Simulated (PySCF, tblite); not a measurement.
Species: C5H11O (charge -1).
Atom-mapped SMILES: `[CH3:1][C:2]([CH3:3])([CH3:4])[CH2:5][O-:6]` (hydrogens: H7, H8, H9 on C1; H10, H11, H12 on C3; H13, H14, H15 on C4; H16, H17 on C5)

Computed with GFN2-xTB (tblite), gas phase: nudged elastic band of 9 images (0 to 8), spring 0.2 eV/Å², climbing image at the end, force threshold 0.05 eV/Å. No saddle search or frequency run followed, so the top image need not be a first-order saddle, and its height can exceed the method's true barrier by a kcal/mol or more.

Path: rotation about C2–C5 (quaternary sp3 carbon, sp3 carbon bound to oxygen), followed by the dihedral C4–C2–C5–O6.

Image 0 (start, dihedral 59°):
```
atom  x, y, z in Å
C1     -0.582   -1.296   -0.638
C2     -0.010   -0.015   -0.039
C3     -0.885    1.181   -0.394
C4      1.407    0.228   -0.547
C5      0.066   -0.088    1.553
O6      0.545    0.973    2.127
H7     -0.630   -1.236   -1.729
H8      0.037   -2.152   -0.367
H9     -1.589   -1.476   -0.259
H10    -0.549    2.019    0.215
H11    -0.817    1.445   -1.454
H12    -1.928    0.977   -0.151
H13     1.833    1.028    0.057
H14     1.426    0.512   -1.603
H15     2.019   -0.664   -0.414
H16    -1.008   -0.365    1.872
H17     0.656   -1.057    1.762
```

Image 8 (end, 0.000 eV, dihedral -179°):
```
atom  x, y, z in Å
C1     -0.792   -1.143   -0.630
C2      0.020    0.003   -0.037
C3     -0.647    1.328   -0.390
C4      1.454   -0.029   -0.556
C5     -0.039   -0.151    1.551
O6     -1.233   -0.156    2.057
H7     -1.005   -0.993   -1.693
H8     -0.264   -2.089   -0.508
H9     -1.726   -1.198   -0.072
H10    -0.023    2.165   -0.076
H11    -0.843    1.419   -1.463
H12    -1.586    1.377    0.159
H13     2.037    0.780   -0.115
H14     1.483    0.080   -1.645
H15     1.933   -0.972   -0.292
H16     0.579   -1.103    1.762
H17     0.646    0.694    1.938
```

**Question.** What do the inner images look like?

**Answer.** 
Image 1: +0.024 eV, dihedral 73°
```
atom  x, y, z in Å
C1     -0.608   -1.280   -0.636
C2     -0.011   -0.011   -0.032
C3     -0.861    1.203   -0.390
C4      1.407    0.198   -0.558
C5      0.059   -0.090    1.565
O6      0.283    1.036    2.168
H7     -0.634   -1.221   -1.729
H8     -0.019   -2.153   -0.352
H9     -1.626   -1.428   -0.277
H10    -0.516    2.024    0.238
H11    -0.771    1.473   -1.446
H12    -1.910    1.017   -0.161
H13     1.857    1.020   -0.006
H14     1.412    0.435   -1.627
H15     2.011   -0.695   -0.397
H16    -0.927   -0.609    1.863
H17     0.848   -0.906    1.767
```

Image 2: +0.087 eV, dihedral 88°
```
atom  x, y, z in Å
C1     -0.634   -1.258   -0.633
C2     -0.009   -0.005   -0.024
C3     -0.835    1.222   -0.394
C4      1.408    0.167   -0.569
C5      0.050   -0.094    1.586
O6     -0.004    1.035    2.219
H7     -0.654   -1.194   -1.726
H8     -0.070   -2.147   -0.350
H9     -1.657   -1.381   -0.280
H10    -0.490    2.044    0.233
H11    -0.731    1.481   -1.451
H12    -1.887    1.054   -0.171
H13     1.895    0.988   -0.050
H14     1.400    0.381   -1.643
H15     1.994   -0.739   -0.404
H16    -0.789   -0.835    1.855
H17     1.004   -0.707    1.790
```

Image 3: +0.155 eV, dihedral 104°
```
atom  x, y, z in Å
C1     -0.662   -1.235   -0.632
C2     -0.005    0.000   -0.016
C3     -0.806    1.242   -0.396
C4      1.411    0.133   -0.577
C5      0.040   -0.101    1.603
O6     -0.296    0.965    2.256
H7     -0.687   -1.162   -1.725
H8     -0.115   -2.139   -0.361
H9     -1.684   -1.337   -0.272
H10    -0.449    2.072    0.210
H11    -0.706    1.477   -1.460
H12    -1.858    1.095   -0.160
H13     1.928    0.954   -0.086
H14     1.393    0.327   -1.655
H15     1.980   -0.781   -0.405
H16    -0.601   -1.026    1.842
H17     1.108   -0.471    1.825
```

Image 4 (top): +0.191 eV, dihedral 121°
```
atom  x, y, z in Å
C1     -0.691   -1.212   -0.631
C2     -0.001    0.003   -0.012
C3     -0.774    1.261   -0.396
C4      1.415    0.097   -0.581
C5      0.028   -0.110    1.611
O6     -0.590    0.820    2.266
H7     -0.730   -1.129   -1.723
H8     -0.159   -2.130   -0.377
H9     -1.709   -1.295   -0.255
H10    -0.391    2.102    0.177
H11    -0.691    1.470   -1.467
H12    -1.821    1.143   -0.132
H13     1.957    0.918   -0.115
H14     1.391    0.270   -1.663
H15     1.968   -0.825   -0.397
H16    -0.359   -1.174    1.821
H17     1.149   -0.198    1.862
```

Image 5: +0.174 eV, dihedral 135°
```
atom  x, y, z in Å
C1     -0.717   -1.195   -0.628
C2      0.003    0.004   -0.011
C3     -0.746    1.278   -0.393
C4      1.420    0.066   -0.582
C5      0.016   -0.117    1.607
O6     -0.810    0.644    2.248
H7     -0.771   -1.106   -1.719
H8     -0.196   -2.122   -0.386
H9     -1.728   -1.260   -0.234
H10    -0.331    2.123    0.151
H11    -0.688    1.468   -1.469
H12    -1.786    1.184   -0.096
H13     1.979    0.883   -0.130
H14     1.395    0.226   -1.666
H15     1.957   -0.863   -0.387
H16    -0.129   -1.244    1.799
H17     1.123    0.044    1.888
```

Image 6: +0.115 eV, dihedral 151°
```
atom  x, y, z in Å
C1     -0.746   -1.178   -0.623
C2      0.007    0.004   -0.015
C3     -0.715    1.296   -0.389
C4      1.426    0.032   -0.582
C5      0.006   -0.124    1.591
O6     -1.005    0.402    2.205
H7     -0.815   -1.090   -1.712
H8     -0.240   -2.115   -0.385
H9     -1.748   -1.218   -0.206
H10    -0.265    2.139    0.130
H11    -0.684    1.475   -1.468
H12    -1.748    1.224   -0.059
H13     2.005    0.837   -0.132
H14     1.406    0.189   -1.666
H15     1.940   -0.909   -0.383
H16     0.139   -1.255    1.776
H17     1.031    0.304    1.906
```

Image 7: +0.041 eV, dihedral 170°
```
atom  x, y, z in Å
C1     -0.780   -1.160   -0.613
C2      0.011    0.004   -0.022
C3     -0.682    1.314   -0.387
C4      1.432   -0.007   -0.581
C5     -0.001   -0.133    1.570
O6     -1.143    0.078    2.144
H7     -0.868   -1.078   -1.701
H8     -0.297   -2.107   -0.372
H9     -1.771   -1.163   -0.169
H10    -0.196    2.150    0.114
H11    -0.672    1.491   -1.467
H12    -1.709    1.266   -0.034
H13     2.034    0.773   -0.115
H14     1.426    0.164   -1.662
H15     1.913   -0.967   -0.388
H16     0.446   -1.183    1.759
H17     0.850    0.570    1.914
```

The largest changes of bonds and angles from start to top: C2–C5 1.596 → 1.627 Å, C2–C4 1.525 → 1.529 Å, C5–O6 1.298 → 1.293 Å, C1–C2 1.525 → 1.529 Å, C4–C2–C5 107.2 → 111.1°, C2–C4–H13 107.2 → 110.4°, C1–C2–C4 110.6 → 108.5°. GFN2-xTB torsional profiles can miss by a kcal/mol or more and can put conformers in the wrong order.

**Question.** What do single points at PBE0/pcSseg-1 (PySCF, no dispersion term) give on some images?

**Answer.** 
```tsv
image	GFN2-xTB E (eV)	DFT E (eV)	HOMO (eV)	LUMO (eV)
0	0.000	0.000	0.53	5.40
2	0.087	0.170	0.63	5.37
4	0.191	0.358	0.76	5.35
6	0.115	0.211	0.69	5.36
8	0.000	0.001	0.53	5.40
```

Energies count from image 0 at each level. At the GFN2-xTB top the DFT energy is 8.2 kcal/mol against 4.4; the geometries weren't optimised at the DFT level. An orbital of positive energy is held in place by the finite basis.

What follows is the cost of the whole band run. The run took 2.7 s of wall time on an Arm Neoverse V1 with one thread, on a shared host, and the process peaked at 0.18 GiB of memory.
